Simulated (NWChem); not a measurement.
Atomisation of difluoromethane (CH$_{2}$F$_{2}$)

```
C
F 1 1.3598
F 1 1.3598 2 109.50
H 1 1.1155 2 108.93 3 -119.04
H 1 1.1155 4 111.59 2 120.31
```
Charge 0, spin multiplicity 1.

The numbers come from NWChem runs, not from measurements. Structure: optimised with PBE/def2-SVP, a minimum by its harmonic frequencies.

Basis set: def2-TZVP. The atomisation energy is electronic alone: no zero-point, thermal, spin-orbit or counterpoise terms. No value is extrapolated to the basis-set limit. Free atoms are single determinants with multiplicities F 2, C 3, H 2.

B3LYP has NWChem's definition, with VWN1-RPA local correlation. The stability of the SCF solutions was not checked. Open-shell Hartree-Fock references start from PBE0 orbitals.

Question: Order these methods by the atomisation energy they give, lowest first: LDA (SVWN5), HF, BHandHLYP, B3LYP, PBE, PBE0.

Answer: HF (307.4 kcal/mol), BHandHLYP (413.3 kcal/mol), B3LYP (433.5 kcal/mol), PBE0 (435.4 kcal/mol), PBE (450.5 kcal/mol), LDA (SVWN5) (516.3 kcal/mol)
